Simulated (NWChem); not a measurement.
System: CHO, doublet; SMILES [CH]=O

NWChem input:

```
start job
memory heap 200 mb stack 700 mb global 900 mb
geometry units angstroms noautoz
  C      0.151967     0.570635     0.000000
  O     -0.013773    -0.603453     0.000000
  H     -0.701625     1.340345     0.000000
end
basis spherical
  * library def2-tzvpp
end
dft
  odft
  mult 2
  xc xpbe96 cpbe96
  iterations 150
  mulliken
end
task dft energy
```

In the optimisation the excess spin sits in a' (Cs, its own frame). Geometry: optimised at PBE-D3(BJ)/def2-SVP, spin-unrestricted. No stability test was run on the SCF state.

### Question
Give the results of this calculation. (PBE/def2-TZVPP, spin-unrestricted.) Quantities: basis functions; energy (Ha); highest occupied level (eV); lowest empty minus highest occupied level, either spin (eV); dipole (D); <S²>.

### Answer
```yaml
number_of_basis_functions: 76
energy (Ha): -113.78
highest occupied level (eV): -4.97
lowest empty minus highest occupied level, either spin (eV): 1.70
dipole (D): 1.47
"<S²>": 0.752
```
